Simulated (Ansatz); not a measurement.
**Phonon frequency of some carbides, all zinc-blende**

Method: PBE0 (PAW; Ansatz, an electronic-structure program). References are measured values at room or unstated temperature, uncorrected unless marked, so that the deviations hold thermal and zero-point effects besides the level's error.

Values in cm⁻¹.

| solid | reference | PBE0 | deviation (%) |
|---|---|---|---|
| 3C-SiC (L LO) | 838 | 858 | +2.4 |
| 3C-SiC (L LA) | 610 | 626 | +2.6 |
| 3C-SiC (X TA) | 373 | 378 | +1.3 |
| 3C-SiC (X TO) | 761 | 779 | +2.4 |
| 3C-SiC (L TA) | 266 | 270 | +1.5 |
| 3C-SiC (X LO) | 829 | 849 | +2.4 |
| 3C-SiC (L TO) | 766 | 784 | +2.3 |
| 3C-SiC (X LA) | 640 | 649 | +1.4 |

Over these 8 values the mean deviation is +2.0 %, the mean absolute deviation 2.0 % (median 2.4 %), and the worst case 3C-SiC (L LA) at +2.6 %; the value is too high in 8 of 8 cases.

Differences are worked out from the printed values.

Each level is taken at its own relaxed cell. Ansatz's density-functional and Hartree–Fock values are scalar-relativistic unless marked +SOC, with PAW data made under PBE.

Not in this set, of the carbides with a reference value in our tables and a result at some level: 7 for no value at PBE0 (not run, a failed fit, an unstable or unbound cell, or a value held back for tests). These can be a level's best or worst cases. Solids without a released value at any level aren't counted. Layered and molecular crystals are counted apart.

References as tabulated in Wang et al. (1996), arXiv:mtrl-th/9510002.
